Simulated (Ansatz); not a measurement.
Geometry optimisation, RKS PBE0-D4/6-31G* (Ansatz 0.2.0).

Input file:

```yaml
crystal:
  periodic: [false, false, false]
  atoms:
    - { symbol: B, position_ang: [-0.2196, -0.8796, 0.2149] }
    - { symbol: "N", position_ang: [-0.2796, 0.9023, -0.0397] }
    - { symbol: H, position_ang: [-0.864, -1.4425, -0.5722] }
    - { symbol: H, position_ang: [-0.1707, -1.1442, 1.346] }
    - { symbol: H, position_ang: [0.9714, 0.7181, -0.4638] }
    - { symbol: Cl, position_ang: [1.8175, -0.8192, -0.529] }
    - { symbol: H, position_ang: [-0.3422, 1.4516, 0.8029] }
    - { symbol: H, position_ang: [-0.9127, 1.2136, -0.7591] }
basis:
  gaussian: { orbitals: "6-31G*" }
hamiltonian:
  xc: pbe0
  dispersion: d4
relax:
  f_tol: 0.15
  max_steps: 25
  restrain:
    - { distance: [0, 5], at: 3.16, k: 30.0 }
    - { distance: [4, 1], at: 2.32, k: 30.0 }
    - { distance: [0, 1], at: 1.55, k: 30.0 }
    - { distance: [4, 5], at: 1.33, k: 30.0 }
```

Run as:

```bash
$ ansatz run input.yaml --threads 1 --pin off --max-ram 2048MiB --backend cpu --events-out ev --progress --plain --runs-dir out
```

Q: Where does it end, and by what steps?

A: The run converged. The restraints hold the end off the free minimum. After 7 steps the energy has fallen by 0.642 eV (the restraints' own energy left out); H5 moved furthest, 0.70 Å. Parted: B1–Cl6. Joined: H5–Cl6.

| step | energy less start (eV) | largest force component (eV/Å) | accepted |
| --- | --- | --- | --- |
| 0 | 0.0000 | 3.210 | yes |
| 1 | 0.5481 | 3.906 | yes |
| 2 | 0.0945 | 4.093 | yes |
| 3 | -0.4689 | 1.959 | yes |
| 4 | -0.5592 | 2.128 | yes |
| 5 | -0.5936 | 2.145 | yes |
| 6 | -0.6396 | 2.463 | yes |
| 7 | -0.6422 | 2.393 | yes |

```xyz
8
Properties=species:S:1:pos:R:3
B -0.582 -0.653 0.308
N -0.657 0.802 0.113
H -0.955 -1.337 -0.599
H -0.148 -1.075 1.336
H 1.469 0.242 -0.604
Cl 2.422 -0.654 -0.699
H -0.465 1.465 0.850
H -1.085 1.210 -0.706
```

Run time: 18 s on 1 thread of Arm Neoverse V1, with other jobs on the host, peak memory 0.13 GiB.
